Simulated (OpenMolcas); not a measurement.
# CHF2 (difluoromethyl radical), step by step

We compute a single-point energy (UHF/STO-3G), then the energy (CASSCF(3,3)/STO-3G), then a single-point energy (CASPT2(3,3)/STO-3G), then a single-point energy (SC-NEVPT2(3,3)/STO-3G), then the energy (MRCI(3,3)/STO-3G) of CHF2 (difluoromethyl radical). 

The results are computed with OpenMolcas 26.06.

2 further runs of the same task are left out: 1 for a known fault of the program, 1 set aside as unsound or not needed.

## Step 1: The molecule

CHF2: 4 atoms, total charge 0, spin state doublet. As SMILES, `F[CH]F`. The F1–C2 distance was set to 2.311 Å, away from the relaxed value. At this shape a bond of the SMILES string is far longer than usual.

Bond lengths: C2–F3 1.321 Å, C2–H4 1.090 Å. Angles: F3–C2–H4 114.3°. A long bond or contact: F1–C2 2.311 Å.

## Step 2: A single-point energy at UHF/STO-3G (run 1)

input.xyz

```xyz
4

F     -2.143297     0.415499    -0.431274
C      0.038600     0.063400     0.244400
F      0.433100    -1.166800    -0.029600
H      0.736500     0.838700    -0.073100
```

step1.inp

```
&GATEWAY
  BasLib
  $CurrDir
  Coord
  input.xyz
  Basis
  STO-3G
  Group
  NoSym

&SEWARD

&SCF
  UHF
  Spin
  2
  Scramble
  0.25
  PrOrbitals
  1 1
```

The basis set STO-3G is read from a file made from the Basis Set Exchange's data (not shown).

Started as:

```bash
export MOLCAS_MEM=1860
pymolcas step1.inp > step1.log
```

Standard output, shortened:

```text
--- Start Module: gateway ---
[...]
--- Stop Module: gateway /rc=_RC_ALL_IS_WELL_ ---
--- Start Module: seward ---
[...]
      Basis functions           16
--- Stop Module: seward /rc=_RC_ALL_IS_WELL_ ---
--- Start Module: scf ---
[...]
       Convergence after  29 Iterations
[...]
::    Total SCF energy                               -233.8781166033
[...]
      Total spin, S                                     0.7760750185
[...]
      Total electronic charge=   25.000000
      Total            charge=   -0.000000
[...]
      Dipole Moment (debye):
      Origin of the operator (angstrom)=   -0.6134   -0.2484   -0.1156
                   X=  7.5339E-01               Y=  4.4401E-01               Z= -3.0196E-01           Total=  9.2516E-01
      Quadrupole Moment (debye*angstrom):
[...]
--- Stop Module: scf /rc=_RC_ALL_IS_WELL_ ---
[...]
```

It took 1.9 s on 1 thread of Arm Neoverse V2, shared host; peak memory 0.37 GiB.

## Step 3: The energy at CASSCF(3,3)/STO-3G (run 2)

input.xyz is that of step 2.

step2.inp

```
&GATEWAY
BASLIB
$CurrDir
COORD
input.xyz
BASIS
STO-3G
GROUP
NoSym
&SEWARD
&RASSCF
FILEORB
$CurrDir/step1.UnaOrb
SPIN
2
NACTEL
3 0 0
INACTIVE
11
RAS2
3
ORBLISTING
Nothing
ORBAPPEAR
Compact
```

The basis set STO-3G is read from a file made from the Basis Set Exchange's data (not shown).

Started as:

```bash
export MOLCAS_MEM=1860
pymolcas step2.inp > step2.log
```

Standard output, shortened:

```text
--- Start Module: gateway ---
[...]
--- Stop Module: gateway /rc=_RC_ALL_IS_WELL_ ---
--- Start Module: seward ---
[...]
      Basis functions           16
--- Stop Module: seward /rc=_RC_ALL_IS_WELL_ ---
--- Start Module: rasscf ---
[...]
      Number of active orbitals                  3
[...]
      Spin quantum number                      0.5
[...]
      Active orbitals                            3
[...]
      Number of CSFs                             8
[...]
      Number of root(s) required                 1
[...]
      Convergence after 14 iterations
[...]
      printout of CI-coefficients larger than  0.05 for root  1
      energy=    -233.896720
      conf/sym  111     Coeff  Weight
             1  2u0  -0.07431 0.00552
             2  u20   0.19028 0.03621
             3  20u  -0.81733 0.66802
             5  02u   0.47336 0.22407
             6  uud   0.16882 0.02850
             7  u02  -0.08497 0.00722
[...]
      Natural orbitals and occupation numbers for root  1
      sym 1:   1.419019   0.585032   0.995950
      ************************************************************************************************************************
      *                                                    Final results                                                     *
[...]
::    RASSCF root number  1 Total energy:   -233.89671965
[...]
      Total electronic charge=   25.000000
      Total            charge=   -0.000000
[...]
      Dipole Moment (debye):
      Origin of the operator (angstrom)=   -0.6134   -0.2484   -0.1156
                   X=  2.5399E-01               Y=  6.6159E-01               Z=  1.3929E-02           Total=  7.0881E-01
      Quadrupole Moment (debye*angstrom):
[...]
--- Stop Module: rasscf /rc=_RC_ALL_IS_WELL_ ---
[...]
```

It took 1.7 s on 1 thread of Arm Neoverse V2, shared host; peak memory 0.37 GiB.

## Step 4: The energy at CASPT2(3,3)/STO-3G (run 3)

input.xyz is that of step 3.

step3.inp

```
>>> EXPORT MOLCAS_PRINT=2

&gateway
  baslib=$CurrDir
  coord=input.xyz
  basis=STO-3G
  group=NoSym

&seward

&rasscf
  fileorb=$CurrDir/step2.RasOrb
  spin=2
  nactel=3 0 0
  inactive=11
  ras2=3
  orblisting=Nothing
  orbappear=Compact

&caspt2
  imaginary=0.1
  frozen=3
```

The basis set STO-3G is read from a file made from the Basis Set Exchange's data (not shown).

Started as:

```bash
export MOLCAS_MEM=1860
pymolcas step3.inp > step3.log
```

Standard output, shortened:

```text
--- Start Module: gateway ---
[...]
--- Stop Module: gateway /rc=_RC_ALL_IS_WELL_ ---
[...]
      Basis functions           16
[...]
--- Start Module: rasscf ---
[...]
      Number of active orbitals                  3
[...]
      Spin quantum number                      0.5
[...]
      Active orbitals                            3
[...]
      Number of CSFs                             8
[...]
      Number of root(s) required                 1
[...]
      Convergence after  4 iterations
[...]
      printout of CI-coefficients larger than  0.05 for root  1
      energy=    -233.896720
      conf/sym  111     Coeff  Weight
             1  2u0  -0.07431 0.00552
             2  u20   0.19028 0.03621
             3  20u  -0.81733 0.66802
             5  02u   0.47336 0.22407
             6  uud   0.16882 0.02850
             7  u02  -0.08497 0.00722
[...]
      Natural orbitals and occupation numbers for root  1
      sym 1:   1.419019   0.585031   0.995950
      ************************************************************************************************************************
      *                                                    Final results                                                     *
[...]
::    RASSCF root number  1 Total energy:   -233.89671965
[...]
      Total electronic charge=   25.000000
      Total            charge=   -0.000000
[...]
      Dipole Moment (debye):
      Origin of the operator (angstrom)=   -0.6134   -0.2484   -0.1156
                   X=  2.5399E-01               Y=  6.6159E-01               Z=  1.3931E-02           Total=  7.0881E-01
      Quadrupole Moment (debye*angstrom):
[...]
--- Stop Module: rasscf /rc=_RC_ALL_IS_WELL_ ---
--- Start Module: caspt2 ---
[...]
 ###    WARNING: User changed nr of frozen orbitals.                         ###
 ###############################################################################
[...]
      E2 (Variational):          -0.0497972046
      Total energy:            -233.9465168587
[...]
      Reference weight:           0.97798
[...]
::    CASPT2 Root  1     Total energy:   -233.94651686
[...]
--- Stop Module: caspt2 /rc=_RC_ALL_IS_WELL_ ---
[...]
```

It took 1.7 s on 1 thread of Arm Neoverse V2, shared host; peak memory 0.37 GiB.

## Step 5: The energy at SC-NEVPT2(3,3)/STO-3G (run 4)

input.xyz is that of step 4.

step4.input

```
&GATEWAY
BasLib=$CurrDir
Coord=input.xyz
Basis=STO-3G
Group=NoSym
&SEWARD
&RASSCF
FileOrb=$CurrDir/step2.RasOrb
Spin=2
Nactel=3 0 0
Inactive=11
Ras2=3
OrbListing=Nothing
OrbAppear=Compact
&CASPT2
SC-NEVPT2
Frozen=3
```

The basis set STO-3G is read from a file made from the Basis Set Exchange's data (not shown).

Started as:

```bash
export MOLCAS_MEM=1860
pymolcas step4.input > step4.log
```

Standard output, shortened:

```text
--- Start Module: gateway ---
[...]
--- Stop Module: gateway /rc=_RC_ALL_IS_WELL_ ---
[...]
      Basis functions           16
[...]
--- Start Module: rasscf ---
[...]
      Number of active orbitals                  3
[...]
      Spin quantum number                      0.5
[...]
      Active orbitals                            3
[...]
      Number of CSFs                             8
[...]
      Number of root(s) required                 1
[...]
      Convergence after  4 iterations
[...]
      printout of CI-coefficients larger than  0.05 for root  1
      energy=    -233.896720
      conf/sym  111     Coeff  Weight
             1  2u0  -0.07431 0.00552
             2  u20   0.19028 0.03621
             3  20u  -0.81733 0.66802
             5  02u   0.47336 0.22407
             6  uud   0.16882 0.02850
             7  u02  -0.08497 0.00722
[...]
      Natural orbitals and occupation numbers for root  1
      sym 1:   1.419019   0.585031   0.995950
      ************************************************************************************************************************
      *                                                    Final results                                                     *
[...]
::    RASSCF root number  1 Total energy:   -233.89671965
[...]
      Total electronic charge=   25.000000
      Total            charge=   -0.000000
[...]
      Dipole Moment (debye):
      Origin of the operator (angstrom)=   -0.6134   -0.2484   -0.1156
                   X=  2.5399E-01               Y=  6.6159E-01               Z=  1.3931E-02           Total=  7.0881E-01
      Quadrupole Moment (debye*angstrom):
[...]
--- Stop Module: rasscf /rc=_RC_ALL_IS_WELL_ ---
--- Start Module: caspt2 ---
[...]
 ###    WARNING: User changed nr of frozen orbitals.                         ###
 ###############################################################################
[...]
      E2 (Variational):          -0.0469747706
[...]
      E2 (Variational):          -0.0469157393
      Total energy:            -233.9436353934
[...]
      Reference weight:           0.98081
[...]
::    SC-NEVPT2 Root  1     Total energy:   -233.94363539
[...]
--- Stop Module: caspt2 /rc=_RC_ALL_IS_WELL_ ---
[...]
```

It took 1.6 s on 1 thread of Arm Neoverse V2, shared host; peak memory 0.37 GiB.

## Step 6: A single-point energy at MRCI(3,3)/STO-3G (run 5)

input.xyz is that of step 5.

step5.input

```
>>> EXPORT MOLCAS_PRINT=2
&GATEWAY
BasLib = $CurrDir
Coord = input.xyz
Basis = STO-3G
Group = NoSym
&SEWARD
&RASSCF
FileOrb = $CurrDir/step2.RasOrb
Spin = 2
Nactel = 3 0 0
Inactive = 11
Ras2 = 3
OrbListing = Nothing
OrbAppear = Compact
&MOTRA
LumOrb
Frozen = 3
&GUGA
Electrons = 19
Spin = 2
Inactive = 8
Active = 3
CIAll = 1
&MRCI
SDCI
```

The basis set STO-3G is read from a file made from the Basis Set Exchange's data (not shown).

Started as:

```bash
export MOLCAS_MEM=1860
pymolcas step5.input > step5.log
```

Standard output, shortened:

```text
--- Start Module: gateway ---
[...]
--- Stop Module: gateway /rc=_RC_ALL_IS_WELL_ ---
[...]
      Basis functions           16
[...]
      Number of active orbitals                  3
[...]
      Spin quantum number                      0.5
[...]
      Active orbitals                            3
[...]
      Number of CSFs                             8
[...]
      Number of root(s) required                 1
[...]
      Convergence after  4 iterations
[...]
      printout of CI-coefficients larger than  0.05 for root  1
      energy=    -233.896720
      conf/sym  111     Coeff  Weight
             1  2u0  -0.07431 0.00552
             2  u20   0.19028 0.03621
             3  20u  -0.81733 0.66802
             5  02u   0.47336 0.22407
             6  uud   0.16882 0.02850
             7  u02  -0.08497 0.00722
[...]
      Natural orbitals and occupation numbers for root  1
      sym 1:   1.419019   0.585031   0.995950
      ************************************************************************************************************************
      *                                                    Final results                                                     *
[...]
::    RASSCF root number  1 Total energy:   -233.89671965
[...]
      Dipole Moment (debye):
      Origin of the operator (angstrom)=   -0.6134   -0.2484   -0.1156
                   X=  2.5399E-01               Y=  6.6159E-01               Z=  1.3931E-02           Total=  7.0881E-01
      Quadrupole Moment (debye*angstrom):
[...]
      *** WARNING: Default frozen orbitals is overwritten by user input.
      *** Default values:   3
[...]
--- Start Module: guga ---
[...]
--- Stop Module: guga /rc=_RC_ALL_IS_WELL_ ---
--- Start Module: mrci ---
[...]
       (But an ACPF correction will be computed)
       USE THE DEFAULT ACPF G-VALUE GFAC=  0.10526315789473684
[...]
                      CI ENERGY:  -233.96231901
[...]
                ACPF CORRECTION:    -0.00302519
[...]
      Total electronic charge=   25.000000
      Total            charge=   -0.000000
[...]
     ACPF CORRECTION:     -0.00302519
[...]
  CI State   1     Total energy:   -233.96231901     QDav:     -0.00339954     QACPF:     -0.00302519
[...]
--- Stop Module: mrci /rc=_RC_ALL_IS_WELL_ ---
[...]
```

Wall time 2.5 s (1 thread of Arm Neoverse V2, shared host); peak memory 0.37 GiB.

## Step 7: Summary of results

| quantity | value |
| --- | --- |
| run 1, UHF/STO-3G: total energy | -233.87812 Eh |
| run 1, UHF/STO-3G: dipole moment | 0.93 D |
| run 1, UHF/STO-3G: HOMO energy (highest over α and β) | -8.87 eV |
| run 1, UHF/STO-3G: LUMO energy (lowest over α and β) | 7.39 eV |
| run 1, UHF/STO-3G: ⟨S²⟩ | 1.378 |
| run 2, CASSCF(3,3)/STO-3G: total energy | -233.89672 Eh |
| run 2, CASSCF(3,3)/STO-3G: dipole moment (CASSCF density) | 0.71 D |
| run 3, CASPT2(3,3)/STO-3G: total energy | -233.94652 Eh |
| run 3, CASPT2(3,3)/STO-3G: dipole moment (CASSCF density) | 0.71 D |
| run 4, SC-NEVPT2(3,3)/STO-3G: total energy | -233.94364 Eh |
| run 4, SC-NEVPT2(3,3)/STO-3G: dipole moment (CASSCF density) | 0.71 D |
| run 5, MRCI(3,3)/STO-3G: total energy | -233.96232 Eh |
| run 5, MRCI(3,3)/STO-3G: dipole moment (CASSCF density) | 0.71 D |

In words: ⟨S²⟩ (run 1, UHF/STO-3G) is 1.38 where a pure doublet has 0.75: the reference is spin-contaminated. The run (run 1, UHF/STO-3G) may have ended on a state above the lowest. Mulliken charges (run 2, CASSCF(3,3)/STO-3G) run from -0.13 on F3 to +0.08 on C2.
